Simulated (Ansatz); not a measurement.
Mulliken charges of C₃H₃F₃ (`CC(F)=C(F)F`) from PBE/def2-TZVPP in Ansatz (PBE0-D4/def2-TZVP geometry).

| atom | x (Å) | y (Å) | z (Å) | charge (e) |
| --- | --- | --- | --- | --- |
| C1 | -0.168 | -0.929 | 0.696 | -0.231 |
| C2 | 0.337 | -0.050 | -0.376 | 0.065 |
| F3 | 1.248 | -0.601 | -1.195 | -0.164 |
| C4 | -0.013 | 1.204 | -0.606 | 0.290 |
| F5 | 0.464 | 1.950 | -1.574 | -0.122 |
| F6 | -0.893 | 1.861 | 0.121 | -0.134 |
| H7 | 0.654 | -1.260 | 1.337 | 0.100 |
| H8 | -0.641 | -1.818 | 0.270 | 0.100 |
| H9 | -0.899 | -0.403 | 1.309 | 0.095 |

By hand: the dipole of these point charges (1 e Å = 4.8032 D).

Σ q r = (-0.169, -0.174, 0.296) e Å, of length 0.383 e Å = 1.84 D.

How does the dipole of the full density compare? (Estimate.)

Computed: (-0.140, -0.191, 0.270) e Å, 1.73 D; the point charges give 1.06 times that, at 5° from its direction.

Point charges leave out the atoms' own dipoles, such as those of lone pairs, and Mulliken's split depends on the basis, so the close match here is no proof of good charges.
